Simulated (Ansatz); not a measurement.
`C#COC(C)F` and `CC(F)OCO` differ in one atom or group.

Ansatz, PBE0-D4/def2-TZVP geometries, multiplicity 1. Each molecule was computed in one conformer, which needn't be the lowest.

```tsv
property	`C#COC(C)F`
HOMO–LUMO gap (PBE/def2-TZVPP) / eV	6.20
LUMO energy (PBE/def2-TZVPP) / eV	0.19
size of the dipole moment (B3LYP/def2-TZVPP) / D	2.26
size of the dipole moment (ωB97M-V/def2-TZVPP) / D	2.27
HOMO energy (ωB97M-V/def2-TZVPP) / eV	-9.59
size of the dipole moment (PBE/def2-TZVPP) / D	2.12
```

Q: Give the same properties after the change, and the shifts. (An estimate is asked.)

A: Ansatz gave: 
```csv
property,`CC(F)OCO`,shift
HOMO–LUMO gap (PBE/def2-TZVPP) / eV,7.02,0.82
LUMO energy (PBE/def2-TZVPP) / eV,0.10,-0.09
size of the dipole moment (B3LYP/def2-TZVPP) / D,1.97,-0.29
size of the dipole moment (ωB97M-V/def2-TZVPP) / D,1.96,-0.31
HOMO energy (ωB97M-V/def2-TZVPP) / eV,-11.11,-1.52
size of the dipole moment (PBE/def2-TZVPP) / D,1.91,-0.21
```

With PBE0 the HOMO falls by 1.32 eV and the LUMO falls by 0.20 eV, so the gap widens by about 1.12 eV. PBE moves the HOMO by -0.91 eV and ωB97M-V by -1.52 eV. Dipoles are sizes alone; their direction can turn.

B3LYP here is the variant with VWN-RPA as its local correlation; programs differ in this.
